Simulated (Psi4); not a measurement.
# UBHLYP/def2-TZVP run of C2H3B− (SMILES [BH2-]C#C), part 2 of 2

Psi4 1.11.

## Step 3: The quartet

The input, input.inp:

```
memory 1600 MB

molecule geom {
  -1 4
  B     -0.791940     0.490860    -0.562860
  C      0.278910    -0.170930     0.184940
  C      1.317630    -0.705910     0.621920
  H     -1.626060    -0.143190    -1.186300
  H     -0.929720     1.701840    -0.551890
  H      1.751180    -1.172680     1.494200
  symmetry c1
}

set basis def2-TZVP
set reference uks
set puream true
set e_convergence 1e-09
set d_convergence 1e-08
set scf_type pk
set dft_radial_points 99
set dft_spherical_points 590
set maxiter 200

result, w = gradient('bhhlyp', return_wfn=True)
```

The run is started by

```bash
psi4 -i input.inp -o input.out -n 1
```

input.out:

```text
Psi4 1.11 release

  Memory set to   1.490 GiB by Python driver.

gradient() will perform analytic gradient computation.

   => Loading Basis Set <=

    Name: DEF2-TZVP
    Role: ORBITAL
    Keyword: BASIS

         ---------------------------------------------------------
                                   SCF
                              UKS Reference
                        1 Threads,   1525 MiB Core
         ---------------------------------------------------------

  ==> Geometry <==

    Molecular point group: c1
    Full point group: C1

    Geometry (in Angstrom), charge = -1, multiplicity = 4:

       Center              X                  Y                   Z               Mass
    ------------   -----------------  -----------------  -----------------  -----------------
         B           -1.045113041167     0.615201741164    -0.648042390468    11.009305360000
         C            0.025736958833    -0.046588258836     0.099757609532    12.000000000000
         C            1.064456958833    -0.581568258836     0.536737609532    12.000000000000
         H           -1.879233041167    -0.018848258836    -1.271482390468     1.007825032230
         H           -1.182893041167     1.826181741164    -0.637072390468     1.007825032230
         H            1.498006958833    -1.048338258836     1.409017609532     1.007825032230

  Running in c1 symmetry.

  Rotational constants: A =      6.69179  B =      0.30288  C =      0.29336 [cm^-1]
  Rotational constants: A = 200614.79332  B =   9080.13824  C =   8794.73090 [MHz]
  Nuclear repulsion =   46.447729646000546

  Charge       = -1
  Multiplicity = 4
  Electrons    = 21
  Nalpha       = 12
  Nbeta        = 9

  ==> Algorithm <==

  SCF Algorithm Type is PK.
  DIIS enabled.
  MOM disabled.
  Fractional occupation disabled.
  Guess Type is SAD.
  Energy threshold   = 1.00e-09
  Density threshold  = 1.00e-08
  Integral threshold = 1.00e-12

  ==> Primary Basis <==

  Basis Set: DEF2-TZVP
    Blend: DEF2-TZVP
    Number of shells: 45
    Number of basis functions: 111
    Number of Cartesian functions: 126
    Spherical Harmonics?: true
    Max angular momentum: 3

  ==> DFT Potential <==

   => LibXC <=

    Version 7.1.2

   => Composite Functional: BHANDHLYP <=

    BHandHLYP Hyb-GGA Exchange-Correlation Functional

    Defined through Gaussian implementation.

    Deriv               =              1
    GGA                 =           TRUE
    Meta                =          FALSE

    Exchange Hybrid     =           TRUE
    MP2 Hybrid          =          FALSE

   => Exchange Functionals <=

    0.5000         Becke 88

   => Exact (HF) Exchange <=

    0.5000               HF

   => Correlation Functionals <=

    1.0000   Lee, Yang & Parr

   => LibXC Density Thresholds  <==

    XC_HYB_GGA_XC_BHANDHLYP:  1.00E-15

   => Molecular Quadrature <=

    Radial Scheme          =       TREUTLER
    Pruning Scheme         =           NONE
    Nuclear Scheme         =       TREUTLER

    Blocking Scheme        =         OCTREE
    BS radius alpha        =              1
    Pruning alpha          =              1
    Radial Points          =             99
    Spherical Points       =            590
    Total Points           =         337165
    Total Blocks           =           2454
    Max Points             =            256
    Max Functions          =            110
    Weights Tolerance      =       1.00E-15

  ==> Integral Setup <==

  Using in-core PK algorithm.
   Calculation information:
      Number of atoms:                   6
      Number of AO shells:              45
      Number of primitives:             78
      Number of atomic orbitals:       126
      Number of basis functions:       111

      Integral cutoff                 1.00e-12
      Number of threads:                 1

  Performing in-core PK
  Using 38644872 doubles for integral storage.
  We computed 508002 shell quartets total.
  Whereas there are 536130 unique shell quartets.

  ==> DiskJK: Disk-Based J/K Matrices <==

    J tasked:                  Yes
    K tasked:                  Yes
    wK tasked:                  No
    Memory [MiB]:             1029
    Schwarz Cutoff:          1E-12

  Cached 11.1% of DFT collocation blocks in 0.104 [GiB].

  Minimum eigenvalue in the overlap matrix is 7.2487363142E-05.
  Reciprocal condition number of the overlap matrix is 1.0828683358E-05.
    Using symmetric orthogonalization.

  ==> Pre-Iterations <==

  SCF Guess: Superposition of Atomic Densities via on-the-fly atomic UHF (no occupation information).

   -------------------------
    Irrep   Nso     Nmo
   -------------------------
     A        111     111
   -------------------------
    Total     111     111
   -------------------------

  ==> Iterations <==

                        Total Energy        Delta E     RMS |[F,P]|

   @UKS iter SAD:  -101.72851826972150   -1.01729e+02   0.00000e+00
   @UKS iter   1:  -102.16522561887226   -4.36707e-01   7.05870e-03 ADIIS/DIIS
   @UKS iter   2:  -101.59764264146820    5.67583e-01   9.71117e-03 ADIIS/DIIS
   @UKS iter   3:  -102.53484290352611   -9.37200e-01   1.71617e-03 ADIIS/DIIS
   @UKS iter   4:  -102.57011421507349   -3.52713e-02   9.15187e-04 ADIIS/DIIS
   @UKS iter   5:  -102.57867917216277   -8.56496e-03   3.09761e-04 ADIIS/DIIS
   @UKS iter   6:  -102.58030219238225   -1.62302e-03   1.52025e-04 ADIIS/DIIS
   @UKS iter   7:  -102.58092985975462   -6.27667e-04   6.10778e-05 DIIS
   @UKS iter   8:  -102.58102056228657   -9.07025e-05   2.03976e-05 DIIS
   @UKS iter   9:  -102.58102964597305   -9.08369e-06   6.00484e-06 DIIS
   @UKS iter  10:  -102.58103078976262   -1.14379e-06   1.69839e-06 DIIS
   @UKS iter  11:  -102.58103093212546   -1.42363e-07   9.98501e-07 DIIS
   @UKS iter  12:  -102.58103101191733   -7.97919e-08   7.90845e-07 DIIS
   @UKS iter  13:  -102.58103110720951   -9.52922e-08   6.53763e-07 DIIS
   @UKS iter  14:  -102.58103123752034   -1.30311e-07   4.56798e-07 DIIS
   @UKS iter  15:  -102.58103133287869   -9.53584e-08   1.79017e-07 DIIS
   @UKS iter  16:  -102.58103134397547   -1.10968e-08   6.51272e-08 DIIS
   @UKS iter  17:  -102.58103134421300   -2.37534e-10   2.34187e-08 DIIS
   @UKS iter  18:  -102.58103134423142   -1.84173e-11   1.13311e-08 DIIS
   @UKS iter  19:  -102.58103134423476   -3.33955e-12   4.70797e-09 DIIS
  Energy and wave function converged.

  ==> Post-Iterations <==

   Electrons on quadrature grid:
      Nalpha   =   11.9999999379 ; deviation = -6.208e-08
      Nbeta    =    9.0000000298 ; deviation = 2.982e-08
      Ntotal   =   20.9999999677 ; deviation = -3.226e-08

   @Spin Contamination Metric:   2.604582333E-02
   @S^2 Expected:                3.750000000E+00
   @S^2 Observed:                3.776045823E+00
   @S   Expected:                1.500000000E+00
   @S   Observed:                1.500000000E+00

    Orbital Energies [Eh]
    ---------------------

    Alpha Occupied:

       1A    -10.380052     2A    -10.353862     3A     -6.829108
       4A     -0.689396     5A     -0.457236     6A     -0.364987
       7A     -0.243934     8A     -0.240536     9A     -0.177074
      10A     -0.160711    11A      0.009832    12A      0.082717

    Alpha Virtual:

      13A      0.242266    14A      0.247320    15A      0.272273
      16A      0.286273    17A      0.288589    18A      0.364897
      19A      0.376156    20A      0.412239    21A      0.412743
      22A      0.437914    23A      0.502032    24A      0.538522
      25A      0.550519    26A      0.576468    27A      0.589075
      28A      0.616938    29A      0.632409    30A      0.658943
      31A      0.690288    32A      0.738032    33A      0.780958
      34A      0.793684    35A      0.857672    36A      0.874933
      37A      0.951799    38A      0.988116    39A      1.021578
      40A      1.054039    41A      1.069829    42A      1.129888
      43A      1.173269    44A      1.220076    45A      1.236756
      46A      1.247222    47A      1.273490    48A      1.336180
      49A      1.469110    50A      1.536817    51A      1.631004
      52A      1.675330    53A      1.777373    54A      1.783002
      55A      1.820993    56A      1.833000    57A      1.843882
      58A      1.904227    59A      2.013260    60A      2.057411
      61A      2.074924    62A      2.077196    63A      2.094371
      64A      2.137019    65A      2.201357    66A      2.210499
      67A      2.225722    68A      2.321432    69A      2.397837
      70A      2.424398    71A      2.516714    72A      2.573290
      73A      2.608656    74A      2.720293    75A      2.736166
      76A      2.783175    77A      2.805289    78A      2.885055
      79A      2.929174    80A      2.971852    81A      2.988849
      82A      2.993546    83A      3.058263    84A      3.075595
      85A      3.143505    86A      3.189166    87A      3.200339
      88A      3.257260    89A      3.283980    90A      3.330967
      91A      3.353356    92A      3.418331    93A      3.475329
      94A      3.498236    95A      3.510676    96A      3.583322
      97A      3.641425    98A      3.686874    99A      4.057649
     100A      4.120012   101A      4.156703   102A      4.216139
     103A      4.425250   104A      4.892522   105A      5.044317
     106A      5.103176   107A      5.157831   108A      5.374061
     109A     15.221169   110A     22.808068   111A     23.530382

    Beta Occupied:

       1A    -10.358169     2A    -10.340032     3A     -6.825658
       4A     -0.616724     5A     -0.404455     6A     -0.339652
       7A     -0.218787     8A     -0.173683     9A     -0.116312

    Beta Virtual:

      10A      0.102384    11A      0.181575    12A      0.245602
      13A      0.266860    14A      0.271813    15A      0.285426
      16A      0.298263    17A      0.322753    18A      0.377227
      19A      0.407030    20A      0.423005    21A      0.440685
      22A      0.472727    23A      0.544783    24A      0.569378
      25A      0.571039    26A      0.586105    27A      0.613958
      28A      0.631808    29A      0.652937    30A      0.677274
      31A      0.708312    32A      0.779100    33A      0.805626
      34A      0.813797    35A      0.893378    36A      0.900419
      37A      0.974714    38A      1.011439    39A      1.031340
      40A      1.071516    41A      1.088933    42A      1.151896
      43A      1.216987    44A      1.234456    45A      1.265165
      46A      1.267098    47A      1.292464    48A      1.366930
      49A      1.485667    50A      1.579752    51A      1.656529
      52A      1.695017    53A      1.793165    54A      1.840232
      55A      1.844672    56A      1.853191    57A      1.885379
      58A      1.924014    59A      2.033379    60A      2.067803
      61A      2.093256    62A      2.099875    63A      2.114858
      64A      2.154861    65A      2.221701    66A      2.223167
      67A      2.242293    68A      2.341382    69A      2.417987
      70A      2.442889    71A      2.529466    72A      2.591340
      73A      2.625270    74A      2.741501    75A      2.750563
      76A      2.806622    77A      2.819058    78A      2.920787
      79A      2.950925    80A      2.995119    81A      3.017118
      82A      3.025923    83A      3.083379    84A      3.102510
      85A      3.164812    86A      3.209320    87A      3.227296
      88A      3.304259    89A      3.333730    90A      3.371624
      91A      3.377108    92A      3.475793    93A      3.507920
      94A      3.536647    95A      3.558021    96A      3.602465
      97A      3.684235    98A      3.706462    99A      4.075390
     100A      4.156972   101A      4.186018   102A      4.238921
     103A      4.465277   104A      4.914165   105A      5.091917
     106A      5.120245   107A      5.175438   108A      5.386035
     109A     15.224601   110A     22.825928   111A     23.542347

    Final Occupation by Irrep:
              A
    DOCC [     9 ]
    SOCC [     3 ]
    NA   [    12 ]
    NB   [     9 ]

  @UKS Final Energy:  -102.58103134423476

   => Energetics <=

    Nuclear Repulsion Energy =             46.4477296460005462
    One-Electron Energy =                -232.8175395838417501
    Two-Electron Energy =                  92.1797065203778772
    DFT Exchange-Correlation Energy =      -8.3909279267714272
    Empirical Dispersion Energy =           0.0000000000000000
    VV10 Nonlocal Energy =                  0.0000000000000000
    Total Energy =                       -102.5810313442347592

  UHF NO Occupations:
  HONO-2 :   10  A 1.0000000
  HONO-1 :   11  A 1.0000000
  HONO-0 :   12  A 1.0000000
  LUNO+0 :   13  A 0.0097549
  LUNO+1 :   14  A 0.0012997
  LUNO+2 :   15  A 0.0008975
  LUNO+3 :   16  A 0.0007099

Computation Completed

Properties will be evaluated at   0.000000,   0.000000,   0.000000 [a0]

Properties computed using the SCF density matrix

 Multipole Moments:

 ------------------------------------------------------------------------------------
     Multipole            Electronic (a.u.)      Nuclear  (a.u.)        Total (a.u.)
 ------------------------------------------------------------------------------------

 L = 1.  Multiply by 2.5417464519 to convert [e a0] to [Debye]
 Dipole X            :          1.0176821           -0.4696363            0.5480459
 Dipole Y            :         -0.5536381            0.1248444           -0.4287936
 Dipole Z            :          0.4855084            0.1497082            0.6352167
 Magnitude           :                                                    0.9421881

 ------------------------------------------------------------------------------------

	total time  =         26 seconds =       0.43 minutes

         ------------------------------------------------------------
                                   SCF GRAD
         ------------------------------------------------------------

  ==> Geometry <==

    Molecular point group: c1
    Full point group: C1

    Geometry (in Angstrom), charge = -1, multiplicity = 4:

       Center              X                  Y                   Z               Mass
    ------------   -----------------  -----------------  -----------------  -----------------
         B           -1.045113041167     0.615201741164    -0.648042390468    11.009305360000
         C            0.025736958833    -0.046588258836     0.099757609532    12.000000000000
         C            1.064456958833    -0.581568258836     0.536737609532    12.000000000000
         H           -1.879233041167    -0.018848258836    -1.271482390468     1.007825032230
         H           -1.182893041167     1.826181741164    -0.637072390468     1.007825032230
         H            1.498006958833    -1.048338258836     1.409017609532     1.007825032230

  Nuclear repulsion =   46.447729646000546

  ==> Basis Set <==

  Basis Set: DEF2-TZVP
    Blend: DEF2-TZVP
    Number of shells: 45
    Number of basis functions: 111
    Number of Cartesian functions: 126
    Spherical Harmonics?: true
    Max angular momentum: 3

  ==> DirectJKGrad: Integral-Direct SCF Gradients <==

    Gradient:                    1
    J tasked:                  Yes
    K tasked:                  Yes
    wK tasked:                  No
    Integrals threads:           1
    Schwarz Cutoff:          1E-12

  ==> DFT Potential <==

   => LibXC <=

    Version 7.1.2

   => Composite Functional: BHANDHLYP <=

    BHandHLYP Hyb-GGA Exchange-Correlation Functional

    Defined through Gaussian implementation.

    Deriv               =              1
    GGA                 =           TRUE
    Meta                =          FALSE

    Exchange Hybrid     =           TRUE
    MP2 Hybrid          =          FALSE

   => Exchange Functionals <=

    0.5000         Becke 88

   => Exact (HF) Exchange <=

    0.5000               HF

   => Correlation Functionals <=

    1.0000   Lee, Yang & Parr

   => LibXC Density Thresholds  <==

    XC_HYB_GGA_XC_BHANDHLYP:  1.00E-15

   => Molecular Quadrature <=

    Radial Scheme          =       TREUTLER
    Pruning Scheme         =           NONE
    Nuclear Scheme         =       TREUTLER

    Blocking Scheme        =         OCTREE
    BS radius alpha        =              1
    Pruning alpha          =              1
    Radial Points          =             99
    Spherical Points       =            590
    Total Points           =         337165
    Total Blocks           =           2454
    Max Points             =            256
    Max Functions          =            110
    Weights Tolerance      =       1.00E-15

  -Total Gradient:
     Atom            X                  Y                   Z
    ------   -----------------  -----------------  -----------------
       1       -0.008241160596     0.007637310144    -0.012857340226
       2        0.171593376946    -0.091536573486     0.085730448974
       3       -0.170095713918     0.090325067500    -0.086851916434
       4        0.002153921806    -0.001952070347     0.001788950172
       5        0.001947312370    -0.001427699852     0.002680844126
       6        0.002642190267    -0.003046004524     0.009509022598

	total time  =          6 seconds =       0.10 minutes

    Psi4 run time: 0:00:31.96
```

Wall time 33 s (1 thread of Intel Xeon 6975P-C (Granite Rapids), shared host); peak memory 0.62 GiB.

## Step 4: Outcome

This closing draws on all 2 parts.

At UBHLYP/def2-TZVP:

```
                                        quantity          value
                           doublet: total energy  -102.76045 Eh
     doublet: HOMO energy (highest over α and β)        0.38 eV
      doublet: LUMO energy (lowest over α and β)        4.94 eV
                                   doublet: ⟨S²⟩          0.780
               doublet: largest force on an atom     1.096 eV/Å
                           quartet: total energy  -102.58103 Eh
     quartet: HOMO energy (highest over α and β)        2.25 eV
      quartet: LUMO energy (lowest over α and β)        2.79 eV
                                   quartet: ⟨S²⟩          3.776
               quartet: largest force on an atom    10.929 eV/Å
vertical energy of the quartet above the doublet       4.882 eV
```

In words: At this shape the quartet lies 4.88 eV (471 kJ/mol) above the doublet. For an anion a state so high probably lies above electron detachment. The largest force (doublet) is 1.10 eV/Å: the shape isn't a stationary point for this species at this level. Mulliken charges (doublet) run from -0.43 on C3 to +0.08 on H6. The HOMO (doublet) lies at positive energy, 0.38 eV; only total energies tell whether the electron is bound. The HOMO (quartet) lies at positive energy, 2.25 eV; only total energies tell whether the electron is bound.
